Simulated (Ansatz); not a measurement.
A ladder of methods for CF2 (SMILES F[C]F)

CF2: 3 atoms, total charge 0, spin state singlet. As SMILES, `F[C]F`. The coordinates come from a GFN2-xTB relaxation.

```
atom    x (Å)    y (Å)    z (Å)
   F   0.3969   1.0328   0.3328
   C   0.3268  -0.2722   0.1497
   F  -0.7238  -0.7606  -0.4825
```

Each level gives the vertical electron affinity (to the doublet anion) (eV). The values are calculated.

The electron affinity is E(neutral) − E(anion): positive where the electron is bound.

```csv
level,kind,program,value (eV),CPU time (all runs)
r2SCAN/STO-3G,meta-GGA,Ansatz,-6.78,4.5 s
PBE0/STO-3G,global hybrid,Ansatz,-6.57,1.6 s
r2SCAN0/STO-3G,hybrid meta-GGA,Ansatz,-6.30,4.3 s
BCCD(T)/STO-3G,coupled cluster or CI,Ansatz,-7.70,0.45 s
CCSD/STO-3G,coupled cluster or CI,Ansatz,?,0.33 s
CCSDT(Q)/STO-3G,coupled cluster or CI,Ansatz,-7.73,1.4 s
CCSDT/STO-3G,coupled cluster or CI,Ansatz,?,0.78 s
CCSDTQ/STO-3G,coupled cluster or CI,Ansatz,-7.72,96 s
FCI/STO-3G,exact in the basis,Ansatz,-7.72,0.64 s
```

Problem. Estimate what the levels marked ? give.

Solution. As computed at these levels: CCSD/STO-3G: -7.51 eV; CCSDT/STO-3G: -7.71 eV. The values span -7.73 to -6.30 eV. All rows use very small basis sets, so even the best lies far from the true value. Negative values mean that the anion is unbound at that level; they are set by how diffuse the basis is and aren't properties of the molecule. CPU times are rough (shared hosts, several kinds of processor): they show what a rung costs within a factor of a few.
